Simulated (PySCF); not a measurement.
**AlH (SMILES [AlH]): levels of theory compared**

We compute a comparison of 5 runs (HF/def2-TZVP, B3LYP/6-31G*, B3LYP/def2-SVP, PBE0/def2-SVP, PBE/def2-TZVP) of AlH. The job is set up through a Python script.

The calculation is run with PySCF 2.14.0.

## 1. Starting point

AlH: 2 atoms, total charge 0, spin state singlet. As SMILES, `[AlH]`. The shape comes from GFN2-xTB, which is rough for such elements, and wasn't checked as a minimum.

Bond lengths: Al1–H2 1.613 Å.

## 2. Energy and forces at HF/def2-TZVP (run 1)

Contents of input.py:

```python
import pyscf.grad
from pyscf import gto, scf

mol = gto.M(
    atom='''
Al     0.000000     0.000000     0.000000
H      0.000000     0.000000     1.613470
''',
    max_memory=1860,
    verbose=4,
    basis='def2-tzvp',
)

hf = scf.RHF(mol)
hf.conv_tol = 1e-10
hf.kernel()
if not hf.converged:
    hf = hf.newton().run(hf.mo_coeff, hf.mo_occ)

energy = hf.e_tot
print('E = %.10f Eh' % energy)
grad = hf.Gradients().kernel()
hf.analyze()
```

On the command line:

```
$ OMP_NUM_THREADS=1 python input.py
```

What it wrote:

```text
PySCF version 2.14.0

[INPUT] num. atoms = 2
[INPUT] num. electrons = 14
[INPUT] charge = 0
[INPUT] spin (= nelec alpha-beta = 2S) = 0
[INPUT] symmetry False subgroup None
[INPUT] Mole.unit = angstrom
[INPUT] Symbol           X                Y                Z      unit          X                Y                Z       unit  Magmom
[INPUT]  1 Al     0.000000000000   0.000000000000   0.000000000000 AA    0.000000000000   0.000000000000   0.000000000000 Bohr   0.0
[INPUT]  2 H      0.000000000000   0.000000000000   1.613470000000 AA    0.000000000000   0.000000000000   3.049016410202 Bohr   0.0

nuclear repulsion = 4.26367006635388
number of shells = 17
number of NR pGTOs = 71
number of NR cGTOs = 43
basis = def2-tzvp
ecp = {}

[... 46 lines left out ...]
Total Energy =                        -242.457459634400948
[... 7 lines left out ...]
MO #1   energy= -58.4852951035209  occ= 2
[... 5 lines left out ...]
MO #7   energy= -0.287557739471531 occ= 2
[... 5 lines left out ...]
MO #13  energy= 0.275039947900956  occ= 0
[... 5 lines left out ...]
MO #19  energy= 0.417826804590987  occ= 0
[... 5 lines left out ...]
MO #25  energy= 0.914113009393623  occ= 0
[... 5 lines left out ...]
MO #31  energy= 1.026822507238     occ= 0
[... 5 lines left out ...]
MO #37  energy= 2.23575367847173   occ= 0
[... 5 lines left out ...]
MO #43  energy= 9.93321732009938   occ= 0
[... 48 lines left out ...]
Dipole moment(X, Y, Z, Debye): -0.00000, -0.00000,  0.22848
```

Run time: 1.2 s. Hardware: 1 thread of Intel Xeon 6975P-C (Granite Rapids), shared host; peak memory 0.12 GiB.

## 3. Energy and gradient at B3LYP/6-31G(d) (spherical functions) (run 2)

Contents of run.py:

```python
import pyscf.grad
from pyscf import gto, dft

mol = gto.Mole()
mol.atom = '''
Al     0.000000     0.000000     0.000000
H      0.000000     0.000000     3.049016
'''
mol.max_memory = 1860
mol.spin = 0
mol.verbose = 3
mol.unit = 'bohr'
mol.basis = '6-31g*'
mol.charge = 0
mol.build()

mf = dft.RKS(mol, xc='b3lyp')
mf.conv_tol = 1e-10
mf.grids.level = 5
mf.kernel()
if not mf.converged:
    mf = mf.newton().run(mf.mo_coeff, mf.mo_occ)

energy = mf.e_tot
print(f'total energy: {energy:.8f} hartree')
grad = mf.Gradients().kernel()
mf.analyze()
```

On the command line:

```
$ OMP_NUM_THREADS=1 python run.py
```

What it wrote:

```text
converged SCF energy = -242.980741165939
total energy: -242.98074117 hartree
--------------- RKS gradients ---------------
         x                y                z
0 Al     0.0000000000    -0.0000000000     0.0125967439
1 H    -0.0000000000     0.0000000000    -0.0125967492
----------------------------------------------
**** MO energy ****
MO #1   energy= -56.0472429917745  occ= 2
MO #2   energy= -4.14045519692441  occ= 2
MO #3   energy= -2.69457552343754  occ= 2
MO #4   energy= -2.69457552343753  occ= 2
MO #5   energy= -2.68697480167743  occ= 2
MO #6   energy= -0.371092710264395 occ= 2
MO #7   energy= -0.204783886824762 occ= 2
MO #8   energy= -0.070161745226957 occ= 0
MO #9   energy= -0.0701617452269538 occ= 0
MO #10  energy= 0.0736392502916169 occ= 0
MO #11  energy= 0.120917433316379  occ= 0
MO #12  energy= 0.19290173431982   occ= 0
MO #13  energy= 0.192901734319825  occ= 0
MO #14  energy= 0.203868315492648  occ= 0
MO #15  energy= 0.469506274529108  occ= 0
MO #16  energy= 0.469506274529109  occ= 0
MO #17  energy= 0.470106990503622  occ= 0
MO #18  energy= 0.470106991816027  occ= 0
MO #19  energy= 0.594038791061979  occ= 0
MO #20  energy= 1.02437610461966   occ= 0
 ** Mulliken atomic charges  **
charge of    0Al =      0.17643
charge of    1H =     -0.17643
Dipole moment(X, Y, Z, Debye):  0.00000, -0.00000,  0.41171
```

Run time: 1.4 s. Hardware: 1 thread of Intel Xeon 6975P-C (Granite Rapids), shared host; peak memory 0.28 GiB.

Runs 3 to 4 aren't shown in full; the table further down has their settings and results.

## 4. Energy and gradient at PBE/def2-TZVP (run 5)

Contents of calc.py:

```python
import pyscf.grad
from pyscf import gto, dft

mol = gto.M(
    atom='''
Al     0.000000     0.000000     0.000000
H      0.000000     0.000000     3.049016
''',
    charge=0,
    spin=0,
    verbose=3,
    unit='bohr',
    max_memory=1860,
    basis='def2-tzvp',
)

mf = dft.RKS(mol, xc='pbe')
mf.grids.level = 5
mf.conv_tol = 1e-10
mf.kernel()
if not mf.converged:
    mf = mf.newton().run(mf.mo_coeff, mf.mo_occ)

e_tot = mf.e_tot
print(f'total energy: {e_tot:.8f} hartree')
grad = mf.Gradients().kernel()
mf.analyze()
```

On the command line:

```
$ OMP_NUM_THREADS=1 python calc.py
```

What it wrote:

```text
converged SCF energy = -242.836897760662
total energy: -242.83689776 hartree
--------------- RKS gradients ---------------
         x                y                z
0 Al    -0.0000000000     0.0000000000     0.0133849984
1 H    -0.0000000000     0.0000000000    -0.0133849759
----------------------------------------------
**** MO energy ****
MO #1   energy= -55.3842963509432  occ= 2
MO #2   energy= -3.9396385702858   occ= 2
MO #3   energy= -2.54521997277504  occ= 2
MO #4   energy= -2.54521997277503  occ= 2
MO #5   energy= -2.5353376942584   occ= 2
MO #6   energy= -0.330239780187833 occ= 2
MO #7   energy= -0.178736808763967 occ= 2
MO #8   energy= -0.0924986887737206 occ= 0
MO #9   energy= -0.0924986887736984 occ= 0
MO #10  energy= 0.0382322609884156 occ= 0
MO #11  energy= 0.10958921029458   occ= 0
MO #12  energy= 0.129437420002435  occ= 0
MO #13  energy= 0.129437420002437  occ= 0
MO #14  energy= 0.136975155042606  occ= 0
MO #15  energy= 0.136975155865026  occ= 0
MO #16  energy= 0.169202925368642  occ= 0
MO #17  energy= 0.187771394260081  occ= 0
MO #18  energy= 0.187771394260093  occ= 0
MO #19  energy= 0.278288458590284  occ= 0
MO #20  energy= 0.394606927654985  occ= 0
MO #21  energy= 0.667697591724857  occ= 0
MO #22  energy= 0.667697591724867  occ= 0
MO #23  energy= 0.681076610232364  occ= 0
MO #24  energy= 0.68107661071022   occ= 0
MO #25  energy= 0.68975026602922   occ= 0
MO #26  energy= 0.689750266029223  occ= 0
MO #27  energy= 0.704873082492882  occ= 0
MO #28  energy= 0.704873082492884  occ= 0
MO #29  energy= 0.705298603979944  occ= 0
MO #30  energy= 0.705298605835393  occ= 0
MO #31  energy= 0.784492320696259  occ= 0
MO #32  energy= 0.887234946813097  occ= 0
MO #33  energy= 1.69534798636716   occ= 0
MO #34  energy= 1.69534798636717   occ= 0
MO #35  energy= 1.82721196210737   occ= 0
MO #36  energy= 1.82721196210739   occ= 0
MO #37  energy= 1.85481726732184   occ= 0
MO #38  energy= 2.1132279452184    occ= 0
MO #39  energy= 2.59002167583317   occ= 0
MO #40  energy= 6.42059061591556   occ= 0
MO #41  energy= 8.96186433014698   occ= 0
MO #42  energy= 8.96186433014702   occ= 0
MO #43  energy= 9.03769458717345   occ= 0
 ** Mulliken atomic charges  **
charge of    0Al =      0.16896
charge of    1H =     -0.16896
Dipole moment(X, Y, Z, Debye):  0.00000, -0.00000,  0.07692
```

It took 3.6 s on 1 thread of Intel Xeon 6975P-C (Granite Rapids), shared host; peak memory 0.45 GiB.

## 5. The series

| run | level | integration grid | energy (Eh) | dipole moment (D) | HOMO energy (eV) | LUMO energy (eV) | wall time |
| --- | --- | --- | --- | --- | --- | --- | --- |
| 1 | HF/def2-TZVP | – | -242.457460 | 0.23 | -7.82 | 0.84 | 1.2 s |
| 2 | B3LYP/6-31G* (spherical functions) | 5 | -242.980741 | 0.41 | -5.57 | -1.91 | 1.4 s |
| 3 | B3LYP/def2-SVP | 5 | -242.917998 | 0.18 | -5.58 | -1.90 | 1.4 s |
| 4 | PBE0/def2-SVP | 5 | -242.773861 | 0.30 | -5.75 | -1.76 | 2.3 s |
| 5 | PBE/def2-TZVP | 5 | -242.836898 | 0.08 | -4.86 | -2.52 | 3.6 s |

## 6. What came out

```
                       quantity          value
            run 5: total energy  -242.83690 Eh
           run 5: dipole moment         0.08 D
             run 5: HOMO energy       -4.86 eV
             run 5: LUMO energy       -2.52 eV
           run 5: HOMO–LUMO gap        2.35 eV
run 5: largest force on an atom     0.688 eV/Å
```

**Reading.** The dipole moment (its size) runs from 0.08 D (PBE/def2-TZVP) to 0.41 D (B3LYP/6-31G*). The two ends differ in method and basis. The HOMO–LUMO gap runs from 2.35 eV (PBE/def2-TZVP) to 8.67 eV (HF/def2-TZVP). Exact exchange widens orbital gaps. Totals of different functionals can't be ranked against each other. All runs together took 9.9 s, the longest 3.6 s.
